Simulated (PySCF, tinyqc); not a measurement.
A ladder of methods, and size consistency: correlation methods against full CI in the sto-3g basis, for BH, spin multiplicity 1. Computed by the program tinyqc with PySCF. All electrons correlated; +Q is the Davidson correction (1 - c0^2) E_corr. The last columns treat two copies 100 angstrom apart as one system. FCI is the lowest singlet.

Geometry (angstrom):
```
atom       x       y       z
B     0.0000  0.0000  0.0000
H     0.0000  0.0000  1.5790
```

RHF energy of one = -24.706358 hartree

Correlation energies (hartree):
```
method   E_corr of one  share of FCI (%)  E_corr of two at 100 angstrom  two minus twice one (mhartree)
MP2          -0.038783           52.7613                      -0.077566                          0.0000
CISD         -0.070154           95.4391                      -0.129545                         10.7630
CISD+Q       -0.076487          104.0545                      -0.147953                          5.0215
CCSD         -0.073346           99.7808                      -0.146691                          0.0000
CCSD(T)      -0.073405           99.8611                      -0.146809                          0.0000
FCI          -0.073507          100.0000                              -                               -
```

What does the comparison show, and why?

MP2 recovers 53 %, CISD 95.4 % and CCSD 99.8 % of the FCI value (c0^2 = 0.910 in CISD). MP2 and coupled cluster are size consistent, so their last column vanishes; CISD loses 10.76 mhartree, since a double excitation on each copy is a quadruple of the pair, and the Davidson correction leaves +5.02. The restricted reference is unstable here: a spin-polarised solution lies 0.0059 hartree lower (PySCF), so results built on it describe a poor reference.
